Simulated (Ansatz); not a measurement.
The same path of C₂H₈N₂O (13 atoms, charge 0, multiplicity 1) was run twice with different band settings. The coordinate that changes most is the dihedral H11–C4–N5–H13.

These are results of Ansatz 0.2.0, RKS PBE0-D4/def2-SVP, not measurements.

Relaxed end points:

```xyz
13
Properties=species:S:1:pos:R:3
N -2.085 0.351 -1.091
C -1.034 -0.436 -0.553
O -0.007 0.350 0.004
C 1.056 -0.398 0.548
N 2.071 0.427 1.099
H -1.726 0.972 -1.814
H -2.488 0.943 -0.367
H -1.449 -1.113 0.223
H -0.618 -1.081 -1.354
H 1.500 -1.042 -0.238
H 0.670 -1.074 1.339
H 2.446 1.048 0.385
H 1.685 1.018 1.832
```

```xyz
13
Properties=species:S:1:pos:R:3
N -2.050 0.266 -1.312
C -1.032 -0.440 -0.620
O -0.005 0.412 -0.171
C 0.994 -0.244 0.548
N 1.914 0.730 1.045
H -1.656 0.748 -2.117
H -2.452 0.981 -0.709
H -1.480 -0.973 0.245
H -0.609 -1.216 -1.293
H 1.554 -0.947 -0.106
H 0.508 -0.870 1.338
H 1.540 1.217 1.855
H 2.795 0.302 1.311
```

Common settings: movable images 7; climbing image yes; spring 5.0 eV/Å²; start path IDPP; force threshold 0.05 eV/Å; end points relaxed.

| run | optimiser | iteration limit | largest step |
| --- | --- | --- | --- |
| 1 | quadratic models (default) | 32 | default |
| 2 | lbfgs | 46 | 0.5 Å |

(1) What does each run give, and how far can it be trusted?

## Answers

(1) Run 1: converged after 6 iterations, highest image 0.283 eV above the first end. A vibrational analysis at the climbing image gives one clearly imaginary mode, 308i cm⁻¹: a first-order saddle point.
Run 2: converged after 24 iterations, highest image 0.284 eV above the first end. Another band between the same ends (7 images) ends at a top of the same energy, where a vibrational analysis finds 1 clearly imaginary mode.
